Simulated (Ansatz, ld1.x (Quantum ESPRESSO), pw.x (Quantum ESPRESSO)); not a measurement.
## Which Rh potential is closest to all-electron in the fcc crystal?

All use PBE, scalar-relativistic, no spin, cutoffs from each file’s atomic test, pw.x 7.5; 15³ k-points, Fermi–Dirac smearing 0.01 Ry. Δ is the rms difference from all-electron LAPW of the E(V) curves that follow from fits to the pressures, over ±6 % in volume. Mesh and smearing are coarse and serve the comparison alone. The files are a selection: those with a ghost or negative overlap were mostly not run, and those with noisy or unconverged pressures or nearly equal Δ are left out.

All-electron: a0 = 3.834 Å (V0 = 14.09 Å³/atom), B0 = 252.3 GPa.

Rank them by Δ, smallest first.
A. norm-conserving Troullier–Martins (Kleinman–Bylander form), ld1.x (Quantum ESPRESSO) 7.5, PBE; core [Kr], reference 4d8 5s0.5 5p0.5; waves: 5p (bound): rc 2.85 bohr; 4d (bound): rc 1.60 bohr; 4f channel at 0.35 Ry: rc 2.65 bohr; 5s (bound): rc 1.85 bohr; local part: the s channel; core correction: a·sin(br)/r model core inside 1.60 bohr.
B. norm-conserving Troullier–Martins (Kleinman–Bylander form), ld1.x (Quantum ESPRESSO) 7.5, PBE; core [Kr], reference 4d8 5s1 5p0; waves: 5p (bound, empty): rc 2.85 bohr; 4d (bound): rc 1.75 bohr; 4f channel at 0.15 Ry: rc 2.65 bohr; 5s (bound): rc 2.60 bohr; local part: the s channel; core correction: Bessel-smoothed model core inside 1.45 bohr.
C. norm-conserving Troullier–Martins (Kleinman–Bylander form), ld1.x (Quantum ESPRESSO) 7.5, PBE; core [Kr], reference 4d8 5s1 5p0; waves: 5p (bound, empty): rc 2.80 bohr; 4d (bound): rc 1.20 bohr; 5s (bound): rc 2.75 bohr; local part: the s channel; core correction: Bessel-smoothed model core, default radius (core density twice the valence density).

A (6.8 meV/atom), B (14.3 meV/atom), C (38.6 meV/atom).
